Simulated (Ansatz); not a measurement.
Geometry optimisation, RKS PBE0/def2-TZVP in Ansatz 0.2.0.

Input:

```yaml
crystal:
  periodic: [false, false, false]
  atoms:
    - { symbol: C, position_ang: [-0.79863, 0.83036, -0.82945] }
    - { symbol: Si, position_ang: [0.68651, -0.08229, -0.1568] }
    - { symbol: "N", position_ang: [0.51502, -1.02855, 1.21475] }
    - { symbol: H, position_ang: [-1.59708, 0.14107, -1.11003] }
    - { symbol: H, position_ang: [-0.54541, 1.41404, -1.71719] }
    - { symbol: H, position_ang: [-1.20931, 1.5221, -0.09159] }
    - { symbol: H, position_ang: [2.0336, -0.09056, -0.67998] }
    - { symbol: H, position_ang: [1.26666, -1.55502, 1.64485] }
    - { symbol: H, position_ang: [-0.35136, -1.15114, 1.72544] }
total_charge: 1
basis:
  gaussian: { orbitals: def2-TZVP }
hamiltonian:
  xc: pbe0
relax:
  f_tol: 0.015
  max_steps: 40
```

Command:

```bash
$ ansatz run input.yaml --threads 2 --pin off --max-ram 3072MiB --backend cpu --events-out ev --progress --plain --runs-dir out
```

Problem. Where does it end, and by what steps?

Solution. The run converged. Limits of this set-up: the dipole of an ion depends on the origin. After 5 steps the energy has fallen by 0.067 eV; H5 moved furthest, 0.07 Å.

```json
{"step": "0", "energy less start (eV)": "0.0000", "largest force component (eV/Å)": "1.421", "accepted": "yes"}
{"step": "1", "energy less start (eV)": "-0.0565", "largest force component (eV/Å)": "0.508", "accepted": "yes"}
{"step": "2", "energy less start (eV)": "-0.0666", "largest force component (eV/Å)": "0.065", "accepted": "yes"}
{"step": "3", "energy less start (eV)": "-0.0668", "largest force component (eV/Å)": "0.062", "accepted": "yes"}
{"step": "4", "energy less start (eV)": "-0.0666", "largest force component (eV/Å)": "0.044", "accepted": "no"}
{"step": "5", "energy less start (eV)": "-0.0670", "largest force component (eV/Å)": "0.009", "accepted": "yes"}
```

```xyz
9
Properties=species:S:1:pos:R:3
C -0.784 0.820 -0.820
Si 0.640 -0.083 -0.139
N 0.495 -1.014 1.206
H -1.575 0.118 -1.103
H -0.486 1.393 -1.701
H -1.192 1.505 -0.070
H 1.996 -0.067 -0.705
H 1.270 -1.529 1.606
H -0.364 -1.142 1.727
```

The run took 11 s on 2 threads of Arm Neoverse V2, on a shared host, peak memory 0.22 GiB.
